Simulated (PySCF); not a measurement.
## C3H8S2: calculation and literature

Numbering as in the mapped SMILES `[CH3:1][CH2:2][S:3][S:4][CH3:5]` (H(Xn): hydrogen on atom n).

All values are calculated (PySCF): geometry from GFN2-xTB, GIAO PBE0/pcSseg-1 shieldings. Rapidly exchanging positions averaged, one conformer, no solvent model, relativity neglected.

Reference values: measured (solution, not stated per compound (mostly CDCl3 or CCl4); Pretsch, Buehlmann, Badertscher, Structure Determination of Organic Compounds, 4th ed. (2009)).
```
atoms  quantity  reference  computed  computed, scaled
   C2     δ ¹³C       31.8      36.4              33.3
   C1     δ ¹³C       14.7      16.1              13.5
```

Computed shifts are σ(ref) − σ with the named reference compound (TMS for H and C) calculated as an isolated molecule at the same level. The measured values may be among those fitted. Scaled to experiment by linear calibration (H and C: mostly CDCl3 data, vs TMS): ¹³C: δ = 179.97 − 0.974σ (rms 2.1 ppm, 958 shifts, 2.3 ppm with the 13 outliers that the fit left out). Occasional misses reach two or three times the rms, and more in compound classes unlike the fitted ones.

Question: How far are the unscaled ¹³C shifts from the references?

Answer: Mean signed difference +3.00 ppm, mean absolute 3.00 ppm over 2 comparisons; the largest is +4.6 ppm at C2 (sp3 CH2 bonded to S).
